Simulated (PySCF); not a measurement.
Compound: C2H3FS.
Structure used (PBE0-D3(BJ)/def2-SVP), in Å, numbered top down from 1:
```
atom  x, y, z in Å
F1    -1.0112    0.6087    1.2500
C2    -0.6279    0.1781    0.0124
C3     0.8118   -0.2253    0.0042
S4     1.5493   -0.9704   -1.2200
H5    -1.2620   -0.6693   -0.3022
H6    -0.7773    0.9936   -0.7201
H7     1.3516    0.0559    0.9259
```

Computed with EOM-EE-CCSD/aug-cc-pVDZ in PySCF, restricted Hartree–Fock reference, 8 core orbitals frozen, non-relativistic, gas phase, PBE0-D3(BJ)/def2-SVP geometry.

Problem. Give the EOM-CCSD singlets and triplets.

Solution. 
```json
{"state": "singlet 1", "E (eV)": "2.53", "cm⁻¹": "20410", "main singles (HF orbitals, share of the singles part)": "HOMO→LUMO 80 %"}
{"state": "singlet 2", "E (eV)": "6.13", "cm⁻¹": "49440", "main singles (HF orbitals, share of the singles part)": "HOMO→LUMO+1 45 %, HOMO-1→LUMO 19 %"}
{"state": "singlet 3", "E (eV)": "6.24", "cm⁻¹": "50330", "main singles (HF orbitals, share of the singles part)": "HOMO-1→LUMO 49 %, HOMO→LUMO+1 19 %"}
{"state": "singlet 4", "E (eV)": "6.78", "cm⁻¹": "54680", "main singles (HF orbitals, share of the singles part)": "HOMO→LUMO+2 52 %, HOMO→LUMO+4 24 %"}
{"state": "triplet 1", "E (eV)": "2.22", "cm⁻¹": "17910", "main singles (HF orbitals, share of the singles part)": "HOMO→LUMO 79 %"}
{"state": "triplet 2", "E (eV)": "3.34", "cm⁻¹": "26940", "main singles (HF orbitals, share of the singles part)": "HOMO-1→LUMO 76 %"}
```

Problem. What is the vertical gap between the lowest excited singlet and the lowest triplet?

Solution. 2.53 − 2.22 = 0.31 eV (30 kJ/mol). Both are led by HOMO→LUMO.

The first EOM-IP-CCSD ionisation energy is 9.25 eV, 2.47 eV above the highest singlet listed and 6.72 eV above the lowest.

T1 diagnostic 0.016. EOM-CCSD puts states of mainly double-excitation character too high. An iterative search for so few roots can pass over a low state.

One conformer stands for the species.
